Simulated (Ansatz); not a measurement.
# AlClO (singlet): wave-function methods side by side, cc-pVDZ

How much of the correlation energy of AlClO (singlet) does each wave-function method recover here?

Program: Ansatz 0.2.0, Gaussian basis. Level of theory: cc-pVDZ, core rule «outside noble gas», up to 11 orbitals frozen. These are calculated values, not measurements.

To be run: UHF; CCSD(T) on RHF; BCCD(T) on RHF; CISD; CCSDT(Q) on RHF; CCSDTQ on RHF.

11 further runs of the same task are left out: 8 for a known fault of the program, 3 set aside as unsound or not needed.

### 1 The geometry

The geometry is a PBE0/def2-TZVP stationary point (not a proven minimum).

3 atoms, charge 0, spin multiplicity 1.

Atoms are counted from 1 here; the program's logs count them from 0.

Bond lengths: Al1–O2 1.699 Å, O2–Cl3 1.640 Å. Angles: Al1–O2–Cl3 180.0°.

### 2 UHF

in.yaml

```yaml
crystal:
  periodic: [false, false, false]
  atoms:
    - {symbol: Al, position_ang: [0.000000, 0.000000, 1.679233]}
    - {symbol: O, position_ang: [0.000000, 0.000000, -0.019667]}
    - {symbol: Cl, position_ang: [0.000000, 0.000000, -1.659567]}
basis:
  gaussian: {orbitals: cc-pVDZ}
magnetization: {spin_polarized: true, initial_magnetization: 0}
hamiltonian: {xc: hf}
output: {orbitals: {seedname: orbitals}}
```

Command:

```bash
$ ansatz run in.yaml --threads 1 --pin off --events-out ev --progress --plain --max-ram 4096MiB --backend cpu
```

After this run come: CCSD(T) on RHF; BCCD(T) on RHF; CISD; CCSDT(Q) on RHF; CCSDTQ on RHF.

**Question.** What will the summary of the whole plan be? Wanted: RCCSDTQ from the RHF energy; RMP2 from RCCSDTQ; RCCSD from RCCSDTQ; RCCSD(T) from RCCSDTQ; RCCSDT(Q) from RCCSDTQ; T1 diagnostic.

**Answer**, as computed:

| quantity | value |
| --- | --- |
| RCCSDTQ from the RHF energy | -10.8908 eV |
| RMP2 from RCCSDTQ | +1015.1 meV |
| RCCSD from RCCSDTQ | +329.4 meV |
| RCCSD(T) from RCCSDTQ | +48.7 meV |
| RCCSDT(Q) from RCCSDTQ | -4.5 meV |
| levels within 1 kcal/mol (43 meV) | RCCSDT, RCCSDT(Q) |
| T1 diagnostic | 0.019 |

In words: RCCSD(T) lands +48.7 meV from the yardstick (0.4 % of the correlation energy). These misses are within one basis, not against nature.
